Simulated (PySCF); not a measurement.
```xyz
3
charge -1 multiplicity 1, angstrom
Li    0.0000    0.0000    0.0000
H     0.0000    0.0000    1.7319
H     0.0000    0.0000   -1.7319
```

Computed with PBE0/[Li def2-TZVPD, H def2-TZVPD], no relativity, density fitting, PySCF.

This geometry of LiH₂⁻ is a stationary point at this level.

What is the point group?

D∞h.

Is it a minimum?

Yes: all harmonic wavenumbers are real.

Which band is strongest in the infrared?

432 cm⁻¹ (πu), 1570 km/mol.

What are the dipole moment and the gap between the highest occupied and lowest empty levels?

0.00 D about the centre of mass and 4.29 eV.

Give the ideal-gas entropy at 298.15 K and 1 bar by parts.

translation 136.3, rotation 38.4, vibration 7.7, spin 0.0; total 182.4 J/(mol K).

Other isomers or separated fragments may lie lower. The lowest empty level of this anion is unbound, so it and the gap depend on the basis.
